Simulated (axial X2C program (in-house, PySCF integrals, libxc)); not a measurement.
**CCl: from Re and ωe to a spectrum**

A bond curve at the CCSD(T) level, 2c, was computed with an in-house relativistic program for diatomic molecules (basis Cl dyall-av3z [9s8p3d2f], C dyall-v3z [7s6p2d1f] (cores contracted in-house)) for the state Ω = 1/2 (⟨Sz⟩ = -0.50, ⟨Lz⟩ = 1.00 at HF). Its fit gives Re = 1.6616 Å, ωe = 867.9 cm⁻¹, ωexe = 5.47 cm⁻¹ and αe = 6.677e-03 cm⁻¹; the masses are 34.9689 and 12.0000 u. Two-component means X2C with spin–orbit coupling and atomic mean-field Coulomb and Gaunt terms.

Correlated methods: 11 electrons correlated (number of frozen shells: Cl 2 s, 1 p; C 1 s), 171 virtual spin orbitals or spinors in MP2, 90 natural virtuals in coupled cluster.

(1) Find the reduced mass, Be and the force constant.

(2) Estimate the centrifugal constant by the Kratzer relation.

(3) A Morse curve ties αe to the other constants (Pekeris). How well does that hold?

(4) Estimate De from a Morse curve and compare with the computed well depth of 3.954 eV to Cl + C.

(5) Where do the fundamental and the first overtone lie?

Occupations by symmetry block were frozen at the best pattern of an incomplete PBE0 search. Dissociation energies refer to the lowest single-determinant-based atoms at the same level and basis. Coupled cluster ran in a truncated set of natural virtual spinors; the MP2 energy of the rest was added. (T) has no such correction and the atoms are truncated less, which lowers De at CCSD(T) by a hundredth of an eV or more. In 2c an atomic determinant is not the ground J level, so De misses part of the atomic spin–orbit lowering. This holds for CCSD(T).

## Answers

(1) From the CCSD(T) values: μ = 8.9341 u. Be = 16.8576/(μ Re²) = 0.6834 cm⁻¹. k = 5.8918×10⁻⁷ μ ωe² = 3.96 mdyn/Å.

(2) D = 4Be³/ωe² = 1.70e-06 cm⁻¹.

(3) αe(Morse) = 6Be²/ωe × (√(ωexe/Be) − 1) = 5.906e-03 cm⁻¹; the CCSD(T) curve gives 6.677e-03 cm⁻¹, a ratio of 0.88.

(4) De(Morse) = ωe²/(4ωexe) = 4.268 eV against 3.954 eV computed, a ratio of 1.08. For De the Morse form works well here.

(5) ν(1←0) = ωe − 2ωexe = 857.0 cm⁻¹; ν(2←0) = 2ωe − 6ωexe = 1703.0 cm⁻¹.
